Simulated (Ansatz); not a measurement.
System: CH3, charge 0, doublet. CH3 (SMILES [CH3], doublet).
B3LYP-D3(BJ)/def2-TZVP minimum from Ansatz (an electronic-structure program):
```
C
H 1 1.0789
H 1 1.0789 2 120.00
H 1 1.0789 2 120.00 3 -180.00
```
Charge 0, spin multiplicity 2.

Quantity: atomisation energy (electronic, to ground-state atoms), in kcal/mol. Open shells are spin-unrestricted; no spin-orbit coupling. CBS(X,Y): correlation extrapolated as X^-3, Hartree-Fock from the larger set (Q,5: extrapolated as (X+1)exp(-9√X)). A bracket is a step between two methods taken in the basis named. Functionals run without relativity, which enters their misses. Double hybrids freeze cores in their MP2 part. '+ core + X2C': CCSD(T) terms for core correlation (cc-pwCVTZ) and scalar relativity (cc-pVTZ-DK). Full CI freezes restricted core orbitals, also for open shells; the composite that ends in it estimates full CI at the basis-set limit. For partners of very few electrons the exact lower level stands in for a higher one.

CCSD(T)/CBS(cc-pVQZ,cc-pV5Z) + [CCSDT(Q) - CCSD(T)]/cc-pVQZ + [FCI - CCSDT(Q)]/cc-pVDZ + core + X2C (Ansatz) gives 307.7 kcal/mol.

Problem. How far off this value is PBE/def2-TZVPD (Ansatz), in which direction, and which of these levels come nearer: B3LYP/def2-TZVPD, PBE0/def2-TZVPD, wB97M-V/def2-TZVPD, B2PLYP/def2-TZVPD, CCSD(T)/CBS(cc-pVQZ,cc-pV5Z) + core + X2C?

Solution. PBE gives 309.6 kcal/mol, 1.9 kcal/mol above it. Differences of the others: B3LYP/def2-TZVPD (Ansatz) 1.6; PBE0/def2-TZVPD (Ansatz) 0.2; wB97M-V/def2-TZVPD (Ansatz) -0.8; B2PLYP/def2-TZVPD (Ansatz) -2.8; CCSD(T)/CBS(cc-pVQZ,cc-pV5Z) + core + X2C (Ansatz) -0.1 kcal/mol. Nearer than PBE: B3LYP/def2-TZVPD, PBE0/def2-TZVPD, wB97M-V/def2-TZVPD, CCSD(T)/CBS(cc-pVQZ,cc-pV5Z) + core + X2C.
